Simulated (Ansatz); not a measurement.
System: Li₂PbGeS₄ (I-42m, No. 121; cell taken from a computed entry). Method: r²SCAN in Ansatz (plane waves, PAW).

Numerical settings: plane-wave cutoff 560 eV, 8×8×8 k mesh, Fermi–Dirac smearing 0.01 eV, scalar-relativistic PAW data made under PBE.

Cell (relaxed with PBEsol):

Space group I-42m (No. 121); a = 6.497 Å, b = 6.497 Å, c = 7.678 Å, α = 90.00°, β = 90.00°, γ = 90.00°

```
atom  site  symmetry       x       y       z
----  ----  --------  ------  ------  ------
Li      4d      -4..  0.0000  0.5000  0.2500
Ge      2b      -42m  0.0000  0.0000  0.5000
Pb      2a      -42m  0.0000  0.0000  0.0000
S       8i       ..m  0.1984  0.1984  0.3347
```
(The calculation used a cell of 8 atoms; values per cell refer to that cell.)

Q: Give the computed band gap, smallest direct gap on the k points sampled and direct gap at Γ.

A: 
* **band gap**: 2.70 eV
* **smallest direct gap on the k points sampled**: 2.79 eV
* **direct gap at Γ**: 4.79 eV

Note: cell and atoms aren't relaxed at this level (largest force component 0.15 eV/Å, pressure 1.2 GPa).

Spin–orbit coupling is not included; with these elements it can move the gap by several tenths of an eV or more.

Static lattice: no zero-point or thermal effects.

It cost around 120 core-seconds (rough) of CPU time.

Ansatz is a first-principles code.
